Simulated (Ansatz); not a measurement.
hydrogen cyanide (SMILES C#N) moved off its minimum; all values from Ansatz (a quantum-chemistry and plane-wave program), cores frozen in correlated methods.
(charge 0, multiplicity 1)
```xyz
3

C     -0.0072     0.0047    -0.4191
N     -0.0154     0.1942     0.5283
H     -0.0529    -0.0866    -1.7051
```

Forces at HF/def2-TZVPP (eV/Å):

```json
[
 {"atom": "C1", "Fx": "-0.071", "Fy": "-7.601", "Fz": "-44.678"},
 {"atom": "N2", "Fx": "-0.217", "Fy": "7.470", "Fz": "39.128"},
 {"atom": "H3", "Fx": "0.287", "Fy": "0.131", "Fz": "5.550"}
]
```

Task: Give the forces (eV/Å), the total energy and the dipole at CCSD(T)/aug-cc-pVTZ.

Result: 
| atom | Fx | Fy | Fz |
|---|---|---|---|
| C1 | 0.025 | -8.402 | -47.657 |
| N2 | -0.273 | 8.262 | 42.727 |
| H3 | 0.247 | 0.140 | 4.931 |
Energy -93.1304 hartree, dipole 3.27 D.
